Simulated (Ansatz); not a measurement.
**doublet CH2(-): levels of theory in one basis**

```yaml
atoms:
  - { symbol: H, position_ang: [0.0231, 0.2248, -0.8259] }
  - { symbol: C, position_ang: [-0.0386, -0.4960, -0.0264] }
  - { symbol: H, position_ang: [-0.0002, 0.3028, 0.8370] }
```

Basis set: def2-SVP (spherical functions). Left uncorrelated: 1 orbital. Correlation on ROHF uses semicanonical orbitals with singles. Charge -1, multiplicity 2.

Computed with Ansatz (development build ahead of 0.2.0); each method stands on the lowest determinant of its kind that the runs found.

```tsv
method	E − E(ROHF) (eV)	<S²> of the determinant
ROHF	0.00	–
UHF	-0.09	0.76
ROHF-MP2	-3.53	–
UHF-MP2	-3.52	0.76
```

Problem. What does ROHF-CCSD(T) give on the same scale?

Solution. -4.16 eV.

Problem. Is a single determinant a sound starting point here?

Solution. By this sign, yes. Unrestricted orbitals gain 0.09 eV and <S²> is 0.76 against 0.75 for a pure state.

Caution: no diffuse functions for an anion.
